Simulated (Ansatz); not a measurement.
# CO: the cost of one run

All numbers are computed with Ansatz 0.2.0, driven from Python. Level of theory: PBE/cc-pVDZ.

## Step 1: The structure

Bond lengths: C1–O2 1.410 Å.

No structure file is read: the coordinates are typed or built in the script.

## Step 2: The code

run_freq.py reads:

```python
import itertools

import ansatz as az
from ase.data import atomic_numbers, covalent_radii
import numpy as np

molecule = (
    az.Crystal.molecule()
    .atom("C", (0.0, 0.0, 0.0))
    .atom("O", (0.0, 0.0, 1.41))
)

calc = (
    molecule.calculation()
    .basis(gaussian="cc-pVDZ")
    .functional("pbe")
    .charge(1)
    .spin("collinear", total=1)
)
symbols = [site.symbol for site in molecule.cartesian_sites]
start = np.array([site.position_ang for site in molecule.cartesian_sites], dtype=float)
summary = calc.relax(force_tolerance=0.003).run(threads=1, backend="cpu").report
end = np.array(summary["positions_ang"])

radius = [covalent_radii[atomic_numbers[s]] for s in symbols]
span = lambda where, i, j: np.linalg.norm(where[i] - where[j])
bonded = [(i, j) for i, j in itertools.combinations(range(len(symbols)), 2) if min(span(start, i, j), span(end, i, j)) < 1.2 * (radius[i] + radius[j])]
print("pair        before    after (A)")
for i, j in bonded:
    print(f"{symbols[i]}{i}-{symbols[j]}{j}".ljust(10), f"{span(start, i, j):8.4f} {span(end, i, j):8.4f}")

minimum = az.Crystal.molecule()
for symbol, place in zip(symbols, end):
    minimum = minimum.atom(symbol, place.tolist())
vibrating = (
    minimum.calculation()
    .basis(gaussian="cc-pVDZ")
    .functional("pbe")
    .charge(1)
    .spin("collinear", total=1)
    .phonons(temperatures=(298.15, 498.15, 100))
)
vib = vibrating.run(threads=1, backend="cpu").report["vibrations"]
sums = vib["harmonic_sums"]
modes = [m["omega_inv_cm"] for m in sums["modes_at_gamma"] if m["rigid_motion"] == "no"]
print("frequencies (1/cm):", " ".join(f"{w:.0f}" for w in modes))
print("imaginary modes:", sum(w < 0 for w in modes), " zero-point energy:", round(sums["zero_point_energy_ev"], 4), "eV")
```

## Step 3: Running it

Launch:

```bash
$ python run_freq.py
```

**Question.** How long does this script take on 1 thread of Arm Neoverse V1, shared host, and how much memory does it need?

About 6.9 s, with a peak of 0.16 GiB.
